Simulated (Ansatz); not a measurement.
# Al₂H, quartet: reading a ladder of total energies

Geometry: a point of a breathe scan, not a stationary point.

```yaml
atoms:
  - { symbol: Al, position_ang: [0.0000, 0.0000, 0.2280] }
  - { symbol: Al, position_ang: [0.0000, 0.0000, -1.8492] }
  - { symbol: H, position_ang: [0.0000, 0.0000, 1.6212] }
```

Basis 6-31G; Ansatz 0.2.0. Only valence electrons are correlated (noble-gas cores frozen), which leaves 7 electrons in 18 orbitals. Prefix R: restricted or restricted open-shell reference; prefix U: unrestricted.

Full CI is exact within this basis and frozen core; it isn't the basis-set limit. The frozen core follows each run's orbitals, which can shift R against U totals by a few meV.

Runs differ by some tens of microhartree through their thresholds and, for an open shell, their frozen cores, so steps under 0.1 kcal/mol mean nothing.

```tsv
level	total energy (hartree)
UHF	-484.249580
UMP2	-484.291612
UCCSD	-484.309826
UCCSD(T)	-484.311121
UCCSDT	-484.311682
UCCSDT(Q)	-484.311791
UCCSDTQ	-484.311836
full CI	-484.311834
```

Task: What is the correlation energy at full CI, and what share of it do UMP2 and UCCSD(T) recover?

Result: E(corr) = -484.311834 − (-484.249580) = -0.062254 hartree = -1.694 eV. UMP2: -0.042032 / -0.062254 = 67.52 %. UCCSD(T): -0.061541 / -0.062254 = 98.85 %.

Task: By how many kcal/mol does UCCSD(T) miss full CI (1 hartree = 627.509 kcal/mol), and which steps make up the rest?

Result: -484.311121 − (-484.311834) = 0.000713 hartree = 0.45 kcal/mol. Steps: UCCSDT − UCCSD(T) = -0.35, UCCSDT(Q) − UCCSDT = -0.07, UCCSDTQ − UCCSDT(Q) = -0.03, full CI − UCCSDTQ = 0.00 kcal/mol. That is within 1 kcal/mol of the reference in this basis, which itself misses far more of the correlation at the basis-set limit.
